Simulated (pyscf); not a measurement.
Elementary routes open to H₃C–CH₂–NH₂ + H• in the gas phase (doublet surface):
A. •H₂C–CH₃ + NH₃ (C–N broken; H–N formed)
B. H₃C–NH₂ + CH₃• (C–C broken; C–H formed)

Single points on ωB97X-D3(BJ)/def2-SVP structures (PySCF, gas phase).

Rank the routes by free-energy barrier at 298 K, lowest first, for ωB97M-D3(BJ)/def2-TZVP energies (ideal gas, 1 atm, RRHO with modes under 100 cm⁻¹ raised to 100, one conformer, R ln 2 for chiral ones without a mode under 150 cm⁻¹).

A (29.5 kcal/mol), B (47.8 kcal/mol)

Route A is the fastest of these, ahead of the next by 18.3 kcal/mol. The most stable products are those of A (ΔG = -25.7 kcal/mol), so kinetics and thermodynamics agree. At 1200 K A is still the fastest. Abstraction by the radical was not located in this set and often lies lower. Only these routes are compared; each barrier is that of the saddle found, and lower ones may exist.
